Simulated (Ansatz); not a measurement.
**Si2H6S: one species, many methods**

One table from this session's results is given with a row withheld; the runs are named, their logs left out.

Computed with Ansatz 0.2.0, Gaussian basis. Level: functionals in def2-TZVPP, the program's frozen cores in correlated methods.

Plan: LDA (SPW92), PBE-D4, revPBE-D4, BLYP-D4, r2SCAN-D4, B97M-V, PBE0-D4, B3LYP-D4, r2SCANh-D4, r2SCAN0-D4, HSE06-D4, BHLYP-D4, CAM-B3LYP-D4, LC-ωPBE, ωB97X-V, ωB97M-V, B2PLYP, PBE-QIDH; CCSD(T)/def2-SVP; CCSD(T)/def2-TZVPP; MP2/def2-QZVPP; extrapolation to the limit; RPA on PBE.

### Structure used throughout

The geometry comes from an earlier relaxation with PBE0-D4 in a triple-zeta def2 set; it is a stationary point, not always the lowest conformer.

SMILES `[SiH3][SiH2]S`, 9 atoms, charge 0, spin multiplicity 1.

Atoms are counted from 1 here; the program's logs count them from 0.

Bond lengths: Si1–Si2 2.338 Å, Si1–H4 1.486 Å, Si1–H5 1.487 Å, Si1–H6 1.486 Å, Si2–S3 2.143 Å, Si2–H7 1.488 Å, Si2–H8 1.488 Å, S3–H9 1.344 Å. Angles: Si2–Si1–H4 110.0°, Si2–Si1–H5 109.5°, Si2–Si1–H6 110.0°, H4–Si1–H5 109.1°, H4–Si1–H6 109.1°, H5–Si1–H6 109.1°, Si1–Si2–S3 106.2°, Si1–Si2–H7 110.7°, Si1–Si2–H8 110.6°, S3–Si2–H7 110.8°, S3–Si2–H8 110.8°, H7–Si2–H8 107.8°, Si2–S3–H9 95.4°.

The first run:

in.yaml

```yaml
crystal:
  periodic: [false, false, false]
  atoms:
    - {symbol: Si, position_ang: [-0.203179, 1.202800, -0.951026]}
    - {symbol: Si, position_ang: [0.424924, -0.718190, 0.224800]}
    - {symbol: S, position_ang: [-0.912635, -0.861458, 1.893434]}
    - {symbol: H, position_ang: [-1.613060, 1.082919, -1.406503]}
    - {symbol: H, position_ang: [0.678622, 1.368005, -2.137425]}
    - {symbol: H, position_ang: [-0.072753, 2.398961, -0.078265]}
    - {symbol: H, position_ang: [0.319602, -1.922626, -0.642968]}
    - {symbol: H, position_ang: [1.835838, -0.612798, 0.686249]}
    - {symbol: H, position_ang: [-0.368961, -1.984013, 2.394504]}
basis:
  gaussian: {orbitals: def2-TZVPP}
hamiltonian: {xc: lda}
output: {orbitals: {seedname: orbitals}}
```

The run is started by

```console
$ ansatz run in.yaml --threads 2 --pin off --events-out ev --progress --plain --max-ram 4352MiB
```

Steps of the session up to this table: LDA; PBE-D4 (GGA); revPBE-D4 (GGA); BLYP-D4 (GGA); r2SCAN-D4 (meta-GGA); B97M-V (meta-GGA); PBE0-D4 (hybrid); B3LYP-D4 (hybrid); r2SCANh-D4 (hybrid); r2SCAN0-D4 (hybrid); HSE06-D4 (hybrid); BHLYP-D4 (hybrid); CAM-B3LYP-D4 (range-separated); LC-ωPBE (range-separated); ωB97X-V (range-separated); ωB97M-V (range-separated); B2PLYP (double hybrid); PBE-QIDH (double hybrid).

One table of the session follows, with a row left open; its other results are not shown here.

```
  functional  HOMO (eV)  gap (eV)
 LDA (SPW92)      -6.36      4.92
      PBE-D4      -6.27      5.03
   revPBE-D4      -6.24      5.09
     BLYP-D4      -6.11      5.01
   r2SCAN-D4      -6.56      5.63
      B97M-V      -6.70      5.54
     PBE0-D4      -7.50      7.10
    B3LYP-D4      -7.25      6.66
  r2SCANh-D4      -7.01      6.36
  r2SCAN0-D4      -7.69      7.46
    HSE06-D4          ?         ?
    BHLYP-D4      -8.58      9.07
CAM-B3LYP-D4      -8.81      9.45
     LC-ωPBE     -10.24     12.00
     ωB97X-V      -9.87     11.50
     ωB97M-V      -9.70     11.04
```

**Question.** Estimate the row for HSE06-D4.

The run gave: HOMO (eV): -7.10; gap (eV): 6.33. In the column «HOMO (eV)» it lies between B3LYP-D4 (-7.25) and r2SCANh-D4 (-7.01).
